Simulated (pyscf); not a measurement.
**Insertion: Cl–Ga (SMILES [Cl][Ga]) [singlet] + H₂O (SMILES O) → HO–GaH–Cl (SMILES [OH][GaH][Cl])**

Gas phase, singlet surface, charge 0. Bonds broken: O3–H4. Bonds formed: Ga1–O3, Ga1–H4. PySCF, gas phase, ωB97X-D3(BJ)/def2-SVP geometries. Correlated levels are frozen-core, on RHF or UHF. ΔMP2 is the change of the MP2 total energy from the triple- to the quadruple-zeta basis.

Transition state (Å):

```xyz
5

Ga     0.0443     1.1284    -0.7793
Cl     2.0085     1.7385    -1.4192
O     -0.1373    -0.6897    -0.1551
H     -1.1286     0.3490     0.0619
H      0.3411    -1.2715     0.4594
```

One imaginary mode, 1485i cm⁻¹; descent along it reached the two sides named, in the forms told below.

```
bond    change  reactant side (Å)  saddle  product side
------  ------  -----------------  ------  ------------
O3–H4   breaks              0.966   1.452           2.9
Ga1–O3   forms              2.445   1.931         1.771
Ga1–H4   forms                3.0   1.640         1.542
```

Electronic energies relative to the separated reactants (eV):

```csv
level,barrier,reaction energy,reverse barrier
ωB97X-D3(BJ)/def2-TZVP,1.94,-0.71,2.65
PBE/def2-TZVP,1.57,-0.47,2.04
r²SCAN/def2-TZVP,1.56,-0.76,2.32
B3LYP-D3(BJ)/def2-TZVP,1.91,-0.41,2.32
PBE0-D3(BJ)/def2-TZVP,1.78,-0.60,2.38
M06-2X/def2-TZVP,1.84,-0.71,2.56
ωB97M-D3(BJ)/def2-TZVP,2.00,-0.50,2.50
HF/def2-TZVP,2.74,-0.55,3.29
MP2/def2-QZVPP,1.84,-0.72,2.56
CCSD/def2-TZVPP,2.09,-0.65,2.74
CCSD(T)/def2-TZVPP,1.91,-0.68,2.59
CCSD(T)/def2-TZVPP + ΔMP2(QZVPP),1.95,-0.59,2.54
```

With CCSD(T)/def2-TZVPP + ΔMP2(QZVPP) energies and thermal terms (ideal gas, 1 atm, RRHO with modes under 100 cm⁻¹ raised to 100, one conformer, R ln 2 for rigid chiral ones), in eV:

```json
[
 {"T (K)": "298", "ΔH‡": "1.80", "ΔG‡": "2.19", "ΔH": "-0.65", "ΔG": "-0.25"},
 {"T (K)": "600", "ΔH‡": "1.82", "ΔG‡": "2.57", "ΔH": "-0.63", "ΔG": "+0.15"},
 {"T (K)": "900", "ΔH‡": "1.85", "ΔG‡": "2.94", "ΔH": "-0.58", "ΔG": "+0.52"},
 {"T (K)": "1200", "ΔH‡": "1.88", "ΔG‡": "3.30", "ΔH": "-0.53", "ΔG": "+0.89"}
]
```

On the reactant side the descent ends in a bound adduct (not fully relaxed), 0.44 eV under the separated species and 2.38 eV under the saddle at ωB97X-D3(BJ)/def2-TZVP. One saddle was located; it need not be the lowest between these sides. The CCSD(T) − MP2 part came from Ansatz, without density fitting, on the same reference. The frozen core leaves the outer d or s,p core shells of the metals and heavy elements correlated in the MP2 and CC values, and def2-TZVPP describes them poorly, which can shift differences by a few kcal/mol. Elements up to Kr have no core potential and no relativistic terms here.
